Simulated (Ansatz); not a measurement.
The same path of AlH5OSi (8 atoms, charge 0, multiplicity 1) was run twice with different band settings. Lost on the way: Al1–H2. Made: H2–O3.

Method: RKS B3LYP-D4/def2-SVPD (Ansatz).

Relaxed end points:

```xyz
8
Properties=species:S:1:pos:R:3
Al 0.134 0.153 0.427
H -0.031 0.662 1.911
O 1.533 -0.739 0.037
Si 2.903 -1.601 -0.314
H 2.531 -2.927 -0.882
H 3.725 -0.855 -1.308
H 3.709 -1.812 0.922
H -0.917 0.417 -0.719
```

```xyz
8
Properties=species:S:1:pos:R:3
Al -0.332 0.272 -0.205
H 1.457 -0.265 1.831
O 1.210 -0.347 0.901
Si 2.279 -1.225 -0.222
H 1.824 -2.566 -0.674
H 3.057 -0.406 -1.189
H 3.296 -1.548 0.859
H 0.795 -0.617 -1.228
```

Common settings: spring 5.0 eV/Å²; optimiser quadratic models (default); start path through a guess of the saddle point; force threshold 0.05 eV/Å; iteration limit 60; end points relaxed.

| run | movable images | climbing image |
| --- | --- | --- |
| 1 | 5 | yes |
| 2 | 8 | no |

**Question.** What does each run give, and how far can it be trusted?

**Answer.** Run 1: converged after 23 iterations, highest image 3.221 eV above the first end. Neighbouring images differ by up to 2.0 eV, so the band resolves the path poorly. A vibrational analysis at the climbing image gives 2 clearly imaginary modes (1519i, 47i cm⁻¹): a point of higher order. A lower path may pass nearby, or the ends, which weren't checked, may share the extra mode.
Run 2: converged after 30 iterations, highest image 2.743 eV above the first end. Neighbouring images differ by up to 2.0 eV, so the band resolves the path poorly. No image climbed, so the highest image needn't sit at the top of the path.
The orbitals stay closed-shell, which can raise the energy where a bond breaks towards radicals; this wasn't checked here.
